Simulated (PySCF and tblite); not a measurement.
C₆H₁₀, numbered as in [CH:1]#[C:2][CH2:3][CH2:4][CH2:5][CH3:6].

Search: ETKDG and KDG, MMFF94s, GFN2-xTB, 90 starts; geometries at PBE0-D3(BJ)/def2-SVP. Weights use B3LYP-D3(BJ)/def2-TZVP (IEF-PCM, chloroform) energies plus GFN2-xTB zero-point and thermal terms (modes under about 100 cm⁻¹ blended into free rotors). Symmetry numbers and mirror images are counted. Conformers within 3 kcal/mol (GFN2-xTB free energy) were kept, 8 at most. GIAO shieldings: PBE0/pcSseg-1 (IEF-PCM, chloroform). Shifts are against TMS (¹H), TMS (¹³C) at the same level. (PySCF 2.14, tblite 0.8.)

Torsions listed: C2–C3–C4–C5, C3–C4–C5–C6. Of a mirror pair one member is shown.

```
conformer       shape  weight %  dipole D
        1  -63°, 179°      37.2      1.01
        2  180°, 180°      26.1      1.19
        3  -58°, -60°      18.2      1.02
        4   178°, 65°      17.0      1.23
        5   78°, -66°       1.5      1.14
```

Problem. How do the computed shifts compare with measured ones?

Solution. 
| nucleus | signal | leading conformer | average | measured | medium |
| --- | --- | --- | --- | --- | --- |
| ¹³C | C1 | 75.5 | 74.9 | 66 | not stated per compound (mostly CDCl3 or CCl4) |
| ¹³C | C2 | 90.3 | 90.2 | 83 | not stated per compound (mostly CDCl3 or CCl4) |

Measured values: Pretsch, Buehlmann, Badertscher, Structure Determination of Organic Compounds, 4th ed. (2009). Mean difference for ¹³C: 8.05 ppm, scatter 0.85 ppm. The computed shifts are unscaled and lack vibrational corrections.
